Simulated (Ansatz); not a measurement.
`CBCl` + H₂ → `BC` + HCl at 700 K and 1 bar (hydrogenolysis of a B–Cl bond).

Calculated with Ansatz (gas phase, PBE0-D4/def2-TZVP geometries, no zero-point term in ΔE). CCSD(T)/CBS adds triple-zeta CCSD(T) − MP2 to the extrapolated MP2 energy (def2 sets, frozen cores). This one scheme is used for every species.

```tsv
species	CCSD(T)/CBS energy (Eh)	H − E (kJ/mol)	S (J/(mol·K))
`CBCl`	-525.07110	179.3	357.9
H₂	-1.17544	46.8	155.3
`BC`	-65.83255	189.6	311.0
HCl	-460.38127	38.4	211.8
```

H − E and S are ideal-gas, rigid-rotor, harmonic terms from PBE0-D4/def2-TZVP. The MP2-based limit puts H₂ 0.8 mEh under its directly extrapolated value; such offsets cancel only in part. 1 Eh = 2625.50 kJ/mol, R = 8.31446 J/(mol·K).

Task: By hand: ΔE, ΔH, ΔS and ΔG.

Result: ΔE = (-65.83255) + (-460.38127) − (-525.07110) − (-1.17544) = 0.03272 Eh = 85.9 kJ/mol. Δ(H − E) = 189.6 + 38.4 − 179.3 − 46.8 = 1.9, so ΔH = 87.8 kJ/mol. ΔS = 311.0 + 211.8 − 357.9 − 155.3 = 9.6 J/(mol·K). ΔG = 87.8 − 700 × (9.6)/1000 = 81.1 kJ/mol.

Task: By hand: the equilibrium constant, and the temperature at which ΔG would vanish if ΔH and ΔS stayed fixed.

Result: log₁₀ K = −ΔG/(RT ln 10) = -6.1. ΔG = 0 at ΔH/ΔS = 9146 K, far beyond where these terms or the molecules hold.

The number of gas molecules stays the same, so ΔS is small and ΔH decides. A doubt of 5 kJ/mol in ΔE shifts log₁₀ K by 0.4 here. Modes under 60 cm⁻¹, often nearly free rotors, make the harmonic entropy too high. These are equilibria of isolated gas molecules and say nothing of rates. Largest T1 diagnostic: 0.011 (customary marks: 0.02 for closed shells, 0.045 for open ones).
